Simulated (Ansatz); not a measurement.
The same path of BH4N + H2S (9 atoms, charge 0, multiplicity 1) was run 3 times with different band settings. Lost on the way: S7–H9. Made: B1–S7, N2–H9.

Level of theory: RKS B3LYP-D4/6-31G* (Ansatz 0.2.0).

Relaxed end points:

```xyz
9
Properties=species:S:1:pos:R:3
B 0.134 -0.606 0.230
N 0.120 -0.309 1.594
H -0.730 -0.207 2.134
H 0.959 -0.258 2.158
H 1.185 -0.756 -0.319
H -0.908 -0.686 -0.352
S -0.877 3.287 1.410
H -1.607 3.124 0.285
H -0.276 2.084 1.271
```

```xyz
9
Properties=species:S:1:pos:R:3
B -0.116 0.464 0.199
N 0.004 0.138 1.857
H -0.698 -0.532 2.172
H 0.923 -0.232 2.099
H 0.923 0.078 -0.267
H -1.098 -0.125 -0.168
S -0.236 2.364 0.019
H -1.576 2.506 0.131
H -0.126 1.013 2.370
```

Common settings: climbing image yes; optimiser quadratic models (default); start path through a guess of the saddle point; force threshold 0.03 eV/Å; iteration limit 60; end points relaxed.

| run | movable images | spring |
| --- | --- | --- |
| 1 | 7 | 5.0 eV/Å² |
| 2 | 2 | 5.0 eV/Å² |
| 3 | 7 | 0.1 eV/Å² |

What does each run give, and how far can it be trusted?

Run 1: converged after 23 iterations, highest image 0.977 eV above the first end. A vibrational analysis at the climbing image gives one clearly imaginary mode, 1184i cm⁻¹: a first-order saddle point.
Run 2: converged after 15 iterations, highest image 0.977 eV above the first end. Neighbouring images differ by up to 1.3 eV, so the band resolves the path poorly. Another band between the same ends (7 images) ends at a top of the same energy, where a vibrational analysis finds 1 clearly imaginary mode. So few images can step over the top or miss a turn of the path.
Run 3: converged after 19 iterations, highest image 0.977 eV above the first end. Another band between the same ends (7 images) ends at a top of the same energy, where a vibrational analysis finds 1 clearly imaginary mode.
The orbitals stay closed-shell, which can raise the energy where a bond breaks towards radicals; this wasn't checked here.
